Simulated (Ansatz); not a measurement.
**C3H5Cl: basis-set convergence**

One table from this session's results is given with a row withheld; the runs are named, their logs left out.

Method: one geometry, several basis sets; program: Ansatz 0.2.0, Gaussian basis.

Plan: PBE0-D4/def2-SVP; ωB97M-V/def2-SVP; PBE0-D4/def2-QZVPP; ωB97M-V/def2-QZVPP; the functionals' def2-TZVPP values are taken from earlier runs.

## The relaxed structure

An earlier PBE0-D4 in a triple-zeta def2 set relaxation fixed the geometry.

SMILES `C/C=C/Cl`, 9 atoms, charge 0, spin multiplicity 1.

Atoms are counted from 1 here; the program's logs count them from 0.

Bond lengths: C1–C2 1.489 Å, C1–H5 1.094 Å, C1–H6 1.091 Å, C1–H7 1.094 Å, C2–C3 1.323 Å, C2–H8 1.086 Å, C3–Cl4 1.723 Å, C3–H9 1.083 Å. Angles: C2–C1–H5 110.9°, C2–C1–H6 111.7°, C2–C1–H7 110.9°, H5–C1–H6 108.2°, H5–C1–H7 106.8°, H6–C1–H7 108.2°, C1–C2–C3 123.3°, C1–C2–H8 117.8°, C3–C2–H8 118.8°, C2–C3–Cl4 123.4°, C2–C3–H9 123.5°, Cl4–C3–H9 113.1°.

Set-up of the first run:

Contents of in.yaml:

```yaml
crystal:
  periodic: [false, false, false]
  atoms:
    - {symbol: C, position_ang: [0.052195, 1.190327, 0.041919]}
    - {symbol: C, position_ang: [-0.265485, -0.228792, 0.362745]}
    - {symbol: C, position_ang: [0.180331, -1.252027, -0.346975]}
    - {symbol: Cl, position_ang: [-0.187022, -2.894204, 0.023955]}
    - {symbol: H, position_ang: [-0.862172, 1.762360, -0.142643]}
    - {symbol: H, position_ang: [0.689070, 1.271278, -0.840666]}
    - {symbol: H, position_ang: [0.564929, 1.673824, 0.879001]}
    - {symbol: H, position_ang: [-0.896101, -0.424811, 1.225360]}
    - {symbol: H, position_ang: [0.812757, -1.144156, -1.219896]}
basis:
  gaussian: {orbitals: def2-SVP}
hamiltonian: {xc: pbe0, dispersion: d4}
output: {orbitals: {seedname: orbitals}}
```

Command:

```console
ansatz run in.yaml --threads 4 --pin off --events-out ev --progress --plain --max-ram 10444MiB
```

Among the steps run: PBE0-D4 in def2-SVP; ωB97M-V in def2-SVP; PBE0-D4 in def2-QZVPP; ωB97M-V in def2-QZVPP.

One of the session's tables, all rows but one given; the rest of the session is left out.

It belongs to the step «Density functionals: the series». 

| functional | basis | HOMO (eV) | LUMO (eV) |
| --- | --- | --- | --- |
| PBE0-D4 | def2-SVP | -7.01 | 0.32 |
| PBE0-D4 | def2-TZVPP | -7.11 | 0.06 |
| PBE0-D4 | def2-QZVPP | -7.14 | -0.03 |
| ωB97M-V | def2-SVP | ? | ? |
| ωB97M-V | def2-TZVPP | -9.29 | 2.19 |
| ωB97M-V | def2-QZVPP | -9.33 | 1.91 |

Q: Estimate the row for ωB97M-V, def2-SVP from the others.

**Answer.** HOMO (eV): -9.17; LUMO (eV): 2.55. In the column «HOMO (eV)» it lies between ωB97M-V, def2-TZVPP (-9.29) and PBE0-D4, def2-QZVPP (-7.14).
